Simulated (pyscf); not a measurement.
Homolytic dissociation enthalpies at 298 K of Se–Sn, S–Si, S–Sn bonds in 7 gas-phase molecules, in eV. Optimised with ωB97X-D3(BJ)/def2-SVP in PySCF. Both columns use the same structures and thermal terms. Rows were drawn at random from the closed-shell molecules with such a bond whose radicals are computed, keep their shape and have no isomer in the data more than 5 kcal/mol lower.

```
row           molecule              radicals  B3LYP-D3(BJ)/def2-TZVP  ωB97M-D3(BJ)/def2-TZVP
---  -----------------  --------------------  ----------------------  ----------------------
1        F–Sn(F)(F)–SH      F–Sn•(F)–F + SH•                    2.78                    2.94
2     HO–Sn(SH)(Cl)–Cl   HO–Sn•(Cl)–Cl + SH•                    2.71                    2.91
3    Cl–Sn(Cl)(Cl)–SeH  Cl–Sn•(Cl)–Cl + SeH•                    2.46                    2.52
4        HO–SnH(OH)–SH      HO–SnH•–OH + SH•                    2.94                    3.11
5       Cl–SnH(Cl)–SeH     Cl–SnH•–Cl + SeH•                    2.60                       ?
6         HS–SnH₂–GeH₃      SH• + H₃Ge–SnH₂•                    2.98                    3.06
7    H₃Si–SiH(SiH₃)–SH  H₃Si–SiH•–SiH₃ + SH•                    3.47                    3.61
```

### Question
Fit a line that carries the B3LYP-D3(BJ) values to the last column and predict row 5.

### Answer
In the 6 complete rows the last column lies 0.06 to 0.20 eV from B3LYP-D3(BJ) (mean 0.14, median 0.15). Least squares gives y = 0.05 + 1.03·x with residuals of 0.05 eV (root mean square). For row 5: 0.05 + 1.03 × 2.60 = 2.73 eV. The computed value is 2.64 eV, 0.09 under the line. Left out: the spin-orbit lowering of SH, SeH, which is large for Br, Se, Te and I. Elements up to Kr have no core potential and no relativistic terms here. Elements past Kr carry the def2 core potentials, without spin-orbit coupling.
